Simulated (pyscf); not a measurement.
Optimised with ωB97X-D3(BJ)/def2-SVP in PySCF. Correlated levels are frozen-core, on RHF or UHF. ΔMP2 is the change of the MP2 total energy from the triple- to the quadruple-zeta basis.

Problem. What is the homolytic dissociation enthalpy (298 K, CCSD(T)/def2-TZVPP + ΔMP2(QZVPP)) of the Ge–P bond of H₃Si–GeH₂–PH₂, to H₃Si–GeH₂• + PH₂•?

Solution. Ge–P to H₃Si–GeH₂• + PH₂•: 2.78 eV. Other isomers of H₃Si–GeH₂• were not searched in full and may lie lower. The CCSD(T) − MP2 part came from Ansatz, without density fitting, on the same reference. The frozen core leaves the outer d or s,p core shells of the metals and heavy elements correlated in the MP2 and CC values, and def2-TZVPP describes them poorly, which can shift differences by a few kcal/mol. Elements up to Kr have no core potential and no relativistic terms here.
